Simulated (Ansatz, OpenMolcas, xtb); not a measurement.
# Ligand exchange: CH5N + NaSH → CH4S + NaNH2

Species: CH5N (methylamine) `CN`, singlet; NaSH `[Na][SH]`, singlet; CH4S (methanethiol) `CS`, singlet; NaNH2 `[NH2][Na]`, singlet. The partners trade NH2 for SH: C–NH2 and Na–SH bonds give way to C–SH and Na–NH2.

Shapes, held fixed at every level: PBE0-D4/def2-TZVP. Programs: Ansatz 0.2.0, OpenMolcas 26.06, xtb 6.7.1. The zero-point and thermal change to 298 K, harmonic and unscaled (PBE0-D4/def2-TZVP), is -8.4 kJ/mol.

```json
{"level": "GFN1-xTB", "kind": "semi-empirical", "ΔH(298 K) (kJ/mol)": "+107.7", "less CCSD(T)/def2-TZVPP": "-1.7"}
{"level": "HF/def2-SVP", "kind": "Hartree–Fock", "ΔH(298 K) (kJ/mol)": "+155.3", "less CCSD(T)/def2-TZVPP": "+45.9"}
{"level": "r2SCAN-D4/def2-TZVPP", "kind": "meta-GGA", "ΔH(298 K) (kJ/mol)": "+109.5", "less CCSD(T)/def2-TZVPP": "+0.1"}
{"level": "B3LYP/6-31G* (spherical functions)", "kind": "global hybrid", "ΔH(298 K) (kJ/mol)": "+129.2", "less CCSD(T)/def2-TZVPP": "+19.8"}
{"level": "wB97M-V/def2-TZVPP", "kind": "range-separated hybrid", "ΔH(298 K) (kJ/mol)": "+109.3", "less CCSD(T)/def2-TZVPP": "-0.1"}
{"level": "wB97X-V/def2-TZVPP", "kind": "range-separated hybrid", "ΔH(298 K) (kJ/mol)": "+111.0", "less CCSD(T)/def2-TZVPP": "+1.6"}
{"level": "MP2/def2-SVP", "kind": "perturbation theory", "ΔH(298 K) (kJ/mol)": "+123.9", "less CCSD(T)/def2-TZVPP": "+14.5"}
{"level": "CCSD/def2-SVP", "kind": "coupled cluster or CI", "ΔH(298 K) (kJ/mol)": "+128.6", "less CCSD(T)/def2-TZVPP": "+19.2"}
{"level": "CCSD(T)/def2-TZVPP", "kind": "coupled cluster or CI", "ΔH(298 K) (kJ/mol)": "+109.4", "less CCSD(T)/def2-TZVPP": "0.0"}
```

The highest level, CCSD(T)/def2-TZVPP, gives ΔH(298 K) = +109.4 kJ/mol; the levels span +107.7 to +155.3. The column of differences is taken from that level and isn't an error. No measured value is set beside it here. Outer-core shells of Na are correlated in most correlated rows, in sets that cover them unevenly.
